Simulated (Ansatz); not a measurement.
System: CHO, charge -1, singlet. CHO- (SMILES [CH-]=O).
B3LYP-D3(BJ)/def2-TZVP minimum from Ansatz (a first-principles code):
```
C
O 1 1.2303
H 1 1.2618 2 109.42
```
Charge -1, spin multiplicity 1.

Total energies in aug-cc-pVTZ, 12 correlated electrons, 2 frozen orbitals. Open shells are spin-unrestricted; no spin-orbit coupling. Cores are frozen in correlated methods. No relativity.

```csv
method,program,energy (Eh),minus CCSDT(Q) (mEh)
HF,Ansatz,-113.26218,439.24
MP2,Ansatz,-113.67307,28.36
CCSD,Ansatz,-113.67928,22.14
CCSD(T),Ansatz,-113.69980,1.62
CCSDT(Q),Ansatz,-113.70142,0.00
```

Rough core times of Ansatz's runs on a shared machine: CCSD(T) under 20 s, CCSDT(Q) 10 min.
